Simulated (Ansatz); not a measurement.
bcc W: LDA at its full settings (plane-wave cutoff 520 eV, 24×24×24 k mesh, Fermi–Dirac smearing 0.05 eV, no spin polarisation, scalar-relativistic PAW data made under PBE) and at cheaper ones, in a cell of 1 atom with Γ-centred meshes.

```json
[
 {"level and setting": "LDA (Ansatz)", "lattice constant a (Å)": "3.135", "bulk modulus (GPa)": "335"},
 {"level and setting": "LDA (Γ point alone) (Ansatz)", "lattice constant a (Å)": "3.437", "bulk modulus (GPa)": "262"},
 {"level and setting": "LDA (2×2×2 k mesh) (Ansatz)", "lattice constant a (Å)": "?", "bulk modulus (GPa)": "?"},
 {"level and setting": "LDA (4×4×4 k mesh) (Ansatz)", "lattice constant a (Å)": "3.133", "bulk modulus (GPa)": "339"}
]
```

### Question
What belongs in the gaps?

### Answer

- LDA (2×2×2 k mesh) (Ansatz, a quantum-chemistry and plane-wave program), lattice constant a (Å): 3.177
- LDA (2×2×2 k mesh) (Ansatz), bulk modulus (GPa): 366

Largest shifts from the full settings: lattice constant a +9.63 % (LDA (Γ point alone)), against a difference of -0.79 % of the full result from the reference 3.16 Å (measured, static lattice: zero-point anharmonic expansion removed; as tabulated in Mejia-Rodriguez and Trickey (2018), arXiv:1807.09216); bulk modulus -22 % (LDA (Γ point alone)), against a difference of +7.4 % of the full result from the reference 312 GPa (measured, zero-point energy and finite temperature contributions removed, sources range from 300 to 328; as tabulated in doi:10.1021/acs.jctc.3c00612).

Ansatz's density-functional and Hartree–Fock values are scalar-relativistic unless marked +SOC, with PAW data made under PBE.

Run with cheap settings on purpose, which may leave them unconverged: LDA (2×2×2 k mesh), LDA (4×4×4 k mesh), LDA (Γ point alone).
